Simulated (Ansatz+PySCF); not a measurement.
# singlet C₃H₆: levels of theory in one basis

```
atom    x (Å)    y (Å)    z (Å)
   C   0.9349   0.0000   0.0000
   C  -0.4675   0.8097   0.0000
   C  -0.4675  -0.8097   0.0000
   H   1.5792   0.0000   0.9898
   H   1.5792   0.0000  -0.9898
   H  -0.7896   1.3676  -0.9898
   H  -0.7896   1.3676   0.9898
   H  -0.7896  -1.3676   0.9898
   H  -0.7896  -1.3676  -0.9898
```

Basis set: def2-SVP (spherical functions). Frozen core: 3 orbitals. Charge 0, multiplicity 1.

Computed with Ansatz (development build ahead of 0.2.0); each method stands on the lowest determinant of its kind that the runs found.

```tsv
method	E − E(RHF) (eV)	<S²> of the determinant
RHF	0.00	0.00
RHF-MP2	-11.80	–
RHF-CCSD	-12.90	–
```

Task: What does RHF-CCSD(T) give on the same scale?

Result: -13.35 eV.

Task: Is a single determinant a sound starting point here?

Result: By this sign, yes. Unrestricted orbitals gain 0.00 eV and <S²> is 0.00 against 0.00 for a pure state.
